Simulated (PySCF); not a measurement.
**SiH4S (Si(SH)H3) at 6 levels**

Aim: a comparison of 6 runs (M06-2X/STO-6G, wB97X-V/STO-6G, BCCD(T)/STO-6G, CCSDT(Q)/STO-6G, CCSDTQ/STO-6G, QCISD(T)/STO-6G) of SiH4S (Si(SH)H3). 

The calculation is run with PySCF 2.14.0.

5 further runs of the same task are left out: 5 set aside as unsound or not needed.

## (1) Starting point

SiH4S: 6 atoms, total charge 0, spin state singlet. SMILES: `[H][Si]([H])([H])S`. Geometry: relaxed at GFN2-xTB.

Bond lengths: Si1–S2 2.147 Å, S2–H3 1.325 Å, Si1–H4 1.452 Å, Si1–H5 1.457 Å, Si1–H6 1.458 Å. Angles: Si1–S2–H3 97.0°, S2–Si1–H4 103.2°, S2–Si1–H5 107.7°, S2–Si1–H6 107.7°, H4–Si1–H5 113.2°, H4–Si1–H6 113.1°, H5–Si1–H6 111.3°.

## (2) The energy at M06-2X/STO-6G (run 1)

Input file calc.py:

```python
# Si(SH)H3
from pyscf import gto, dft

mol = gto.M(
    atom='''
Si     0.380232    -0.027477    -1.029107
S      0.479461     0.037454     3.026340
H     -1.997081     0.113213     3.392512
H      3.034919    -0.039098    -1.719556
H     -0.950967     2.231011    -1.871131
H     -0.946564    -2.315103    -1.799057
''',
    max_memory=1860,
    verbose=3,
    basis='sto-6g',
    spin=0,
    unit='bohr',
)

mf = dft.RKS(mol, xc='m06-2x')
mf.grids.level = 5
mf.conv_tol = 1e-10
mf.kernel()
if not mf.converged:
    mf = mf.newton().run(mf.mo_coeff, mf.mo_occ)

e_final = mf.e_tot
print('E = %.10f Eh' % e_final)
```

Command:

```
$ OMP_NUM_THREADS=1 python calc.py
```

The log of the run:

```text
converged SCF energy = -687.56233653714
E = -687.5623365371 Eh
```

Wall time 5.1 s (1 thread of Arm Neoverse V1, shared host); peak memory 0.21 GiB.

## (3) The energy at wB97X-V/STO-6G (run 2)

Input file mol.xyz:

```xyz
6

Si     0.201210    -0.014540    -0.544580
S      0.253720     0.019820     1.601470
H     -1.056810     0.059910     1.795240
H      1.606010    -0.020690    -0.909950
H     -0.503230     1.180600    -0.990160
H     -0.500900    -1.225100    -0.952020
```

Input file run.py:

```python
from pyscf import gto, dft

mol = gto.M(
    atom='mol.xyz',
    max_memory=1860,
    verbose=3,
    basis='sto-6g',
)

calc0 = dft.RKS(mol)
calc0.xc = 'wb97x-v'
calc0.grids.level = 5
calc0.nlcgrids.level = 1
calc0.conv_tol = 1e-10
calc0.kernel()
if not calc0.converged:
    calc0 = calc0.newton().run(calc0.mo_coeff, calc0.mo_occ)

e_final = calc0.e_tot
print(f'total energy: {e_final:.8f} hartree')
```

Command:

```
$ OMP_NUM_THREADS=1 python run.py
```

The log of the run:

```text
converged SCF energy = -687.548255783971
total energy: -687.54825578 hartree
```

Run time: 26 s. Hardware: 1 thread of Arm Neoverse V1, shared host; peak memory 0.21 GiB.

Runs 3 to 5 aren't shown in full; the table further down has their settings and results.

## (4) A single-point energy at QCISD(T)/STO-6G (run 6)

Input file job.py:

```python
# Si(SH)H3
from pyscf import gto, cc

molecule = gto.M(
    atom='''
Si     0.201210    -0.014540    -0.544580
S      0.253720     0.019820     1.601470
H     -1.056810     0.059910     1.795240
H      1.606010    -0.020690    -0.909950
H     -0.503230     1.180600    -0.990160
H     -0.500900    -1.225100    -0.952020
''',
    spin=0,
    basis='sto-6g',
    max_memory=1860,
    verbose=3,
)

mf = molecule.RHF()
mf.conv_tol = 1e-10
mf.kernel()
if not mf.converged:
    mf = mf.newton().run(mf.mo_coeff, mf.mo_occ)

mycc = cc.QCISD(mf, frozen=10)
mycc.kernel()
e_t = mycc.qcisd_t()
e_tot = mycc.e_tot + e_t
print('E = %.10f Eh' % e_tot)
```

Command:

```
$ OMP_NUM_THREADS=1 python job.py
```

The log of the run:

```text
converged SCF energy = -686.403033940263
E(QCISD) = -686.4939854256721  E_corr = -0.09095148540883344
QCISD(T) correction = -0.000590816907200091
E = -686.4945762426 Eh
```

Run time: 1.2 s. Hardware: 1 thread of Arm Neoverse V1, shared host; peak memory 0.12 GiB.

## (5) Overview of the runs

| run | level | nlc grid | integration grid | energy (Eh) | dipole moment (D) of the reference | HOMO energy (eV) | LUMO energy (eV) | wall time |
| --- | --- | --- | --- | --- | --- | --- | --- | --- |
| 1 | M06-2X/STO-6G | – | 5 | -687.562337 | 1.39 | -4.81 | 7.18 | 5.1 s |
| 2 | wB97X-V/STO-6G | 1 | 5 | -687.548256 | 1.42 | -5.98 | 8.79 | 26 s |
| 3 | BCCD(T)/STO-6G | – | – | -686.494527 | – | – | – | 1.2 s |
| 4 | CCSDT(Q)/STO-6G | – | – | -686.494791 | 1.52 | -6.97 | 11.17 | 2 s |
| 5 | CCSDTQ/STO-6G | – | – | -686.494799 | 1.52 | -6.97 | 11.17 | 11 s |
| 6 | QCISD(T)/STO-6G | – | – | -686.494576 | 1.52 | -6.97 | 11.17 | 1.2 s |

## (6) Summary of results

| quantity | value |
| --- | --- |
| run 6: total energy | -686.49458 Eh |
| run 6: dipole moment (Hartree–Fock density) | 1.52 D |
| run 6: HOMO energy (Hartree–Fock orbitals) | -6.97 eV |
| run 6: LUMO energy (Hartree–Fock orbitals) | 11.17 eV |
| run 6: HOMO–LUMO gap (Hartree–Fock orbitals) | 18.14 eV |
| run 6: correlation energy (10 core orbitals frozen) | -91.5 mEh |
| run 6: (T) correction | -0.59 mEh |
| run 6: T1 diagnostic | 0.005 |

**Reading.** Totals of different functionals can't be ranked against each other. In runs 1, 2, 3, 4, 5, 6 the basis is minimal, so the values are rough. All runs together took 46 s, the longest 26 s.
